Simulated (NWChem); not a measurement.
System: NaCl; SMILES [Na][Cl]

Here is an NWChem input.

```
start job
memory heap 200 mb stack 900 mb global 1100 mb
geometry units angstroms
  Na     0.000000     0.000000    -1.428276
  Cl     0.000000     0.000000     0.947118
end
basis spherical
  Na library def2-svpd
  Cl library def2-svpd
end
dft
  xc b3lyp
  iterations 150
end
driver
  maxiter 120
end
task dft optimize
task dft freq
```

B3LYP is NWChem's, with the RPA form of VWN correlation.

The level has its own optimisation; frequencies are unscaled.

### Question
Predict the main results of this run. (B3LYP/def2-SVPD.) Quantities: basis functions; r Cl–Na (Å); highest harmonic frequency (cm⁻¹); zero-point energy (kcal/mol); dipole (D).

### Answer
```yaml
number_of_basis_functions: 45
r Cl–Na (Å): 2.386
highest harmonic frequency (cm⁻¹): 356
zero-point energy (kcal/mol): 0.5
dipole (D): 8.96
```
